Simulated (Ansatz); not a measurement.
Geometry optimisation, Ansatz, RKS PBE-D4/def2-SVP.

Input:

```yaml
crystal:
  periodic: [false, false, false]
  atoms:
    - { symbol: Si, position_ang: [-0.496794, -0.051404, -0.321122] }
    - { symbol: Cl, position_ang: [0.1339, 0.722732, 2.869901] }
    - { symbol: H, position_ang: [0.727781, -0.596081, 0.351554] }
    - { symbol: H, position_ang: [-0.26265, 1.388181, -0.711039] }
    - { symbol: H, position_ang: [-0.75764, -0.847697, -1.580075] }
    - { symbol: "N", position_ang: [-1.975883, -0.25217, 0.687819] }
    - { symbol: H, position_ang: [-2.748941, -0.724694, 0.20491] }
    - { symbol: H, position_ang: [-2.338243, 0.615296, 1.105398] }
    - { symbol: H, position_ang: [-0.732031, -0.254163, 2.567654] }
basis:
  gaussian: { orbitals: def2-SVP }
hamiltonian:
  xc: pbe
  dispersion: d4
relax:
  f_tol: 0.03
  max_steps: 50
```

Command:

```bash
$ ansatz run input.yaml --threads 2 --pin off --max-ram 3072MiB --backend cpu --events-out ev --progress --plain --runs-dir out
```

Q: Where does it end, and by what steps?

A: It converged. After 11 steps the energy has fallen by 0.313 eV; H7 moved furthest, 1.00 Å.

| step | energy less start (eV) | largest force component (eV/Å) | accepted |
| --- | --- | --- | --- |
| 0 | 0.0000 | 0.580 | yes |
| 1 | -0.0651 | 0.781 | yes |
| 2 | -0.1402 | 0.305 | yes |
| 3 | -0.1930 | 0.284 | yes |
| 4 | -0.2296 | 0.419 | yes |
| 5 | -0.2563 | 0.245 | yes |
| 6 | -0.2802 | 0.252 | yes |
| 7 | -0.3016 | 0.197 | yes |
| 8 | -0.3075 | 0.162 | yes |
| 9 | -0.3114 | 0.109 | yes |
| 10 | -0.3129 | 0.036 | yes |
| 11 | -0.3135 | 0.025 | yes |

```xyz
9
Properties=species:S:1:pos:R:3
Si -0.486 -0.069 -0.425
Cl -0.102 0.628 3.211
H 0.579 -1.021 0.023
H -0.007 1.351 -0.435
H -0.933 -0.444 -1.815
N -1.791 -0.153 0.789
H -2.192 -1.084 0.953
H -2.561 0.515 0.664
H -0.957 0.278 2.210
```

Time of the run: 41 s on 2 threads of AMD EPYC 7571, with other jobs on the host, peak memory 0.14 GiB.
